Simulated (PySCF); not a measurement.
# CAM-B3LYP/def2-TZVPPD run of BH (SMILES [BH])

What is the vertical singlet–triplet gap of BH at CAM-B3LYP/def2-TZVPPD? Input form: a Python script.

The results are computed with PySCF 2.14.0.

3 further runs of the same task are left out: 1 that didn't finish, 2 set aside as unsound or not needed.

## Step 1: The molecule

The species is BH (2 atoms), meant as a singlet with charge 0. SMILES: `[BH]`. The bond length is the measured one.

Bond lengths: B1–H2 1.232 Å.

## Step 2: A single-point energy at CAM-B3LYP/def2-TZVPPD

run.py reads:

```python
# borane(1)
from pyscf import gto, dft

system = gto.M(
    atom='''
B    0.000000   0.000000   0.000000
H    0.000000   0.000000   1.232400
''',
    charge=0,
    verbose=3,
    max_memory=1860,
    spin=0,
    basis='def2-tzvppd',
)

ks = dft.RKS(system)
ks.xc = 'cam-b3lyp'
ks.conv_tol = 1e-10
ks.grids.level = 5
ks.kernel()
if not ks.converged:
    ks = ks.newton().run(ks.mo_coeff, ks.mo_occ)

energy = ks.e_tot
print('Final energy', energy)
```

Launch:

```bash
OMP_NUM_THREADS=1 python run.py
```

Output:

```text
converged SCF energy = -25.2721728976725
Final energy -25.272172897672483
```

Run time: 4.2 s. Hardware: 1 thread of Arm Neoverse N1, shared host; peak memory 0.26 GiB.

## Step 3: The triplet

geometry.xyz reads:

```xyz
2
BH
B      0.000000     0.000000     0.000000
H      0.000000     0.000000     1.232400
```

calc.py reads:

```python
from pyscf import gto, dft

molecule = gto.Mole()
molecule.atom = 'geometry.xyz'
molecule.basis = 'def2-tzvppd'
molecule.max_memory = 1860
molecule.spin = 2
molecule.verbose = 3
molecule.build()

ks = dft.UKS(molecule, xc='cam-b3lyp')
ks.conv_tol = 1e-10
ks.grids.level = 5
ks.kernel()
if not ks.converged:
    ks = ks.newton().run(ks.mo_coeff, ks.mo_occ)

e_tot = ks.e_tot
print(f'total energy: {e_tot:.8f} hartree')
```

Launch:

```bash
OMP_NUM_THREADS=1 python calc.py
```

Output:

```text
WARN: HOMO -0.0644062276380416 >= LUMO -0.207132342337964

converged SCF energy = -25.2312503509828  <S^2> = 2.0015018  2S+1 = 3.001001
total energy: -25.23125035 hartree
```

Run time: 6.9 s. Hardware: 1 thread of Arm Neoverse N1, shared host; peak memory 0.27 GiB.

## Step 4: Outcome

Level: CAM-B3LYP/def2-TZVPPD.

| quantity | value |
| --- | --- |
| singlet: total energy | -25.27217 Eh |
| singlet: dipole moment | 1.63 D |
| singlet: HOMO energy | -8.09 eV |
| singlet: LUMO energy | -1.20 eV |
| singlet: HOMO–LUMO gap | 6.89 eV |
| triplet: total energy | -25.23125 Eh |
| triplet: dipole moment | 0.21 D |
| triplet: HOMO energy (highest over α and β) | -6.81 eV |
| triplet: LUMO energy (lowest over α and β) | -2.23 eV |
| triplet: ⟨S²⟩ | 2.002 |
| vertical energy of the triplet above the singlet | 1.114 eV |

In words: At this shape the triplet lies 1.11 eV (107 kJ/mol) above the singlet.
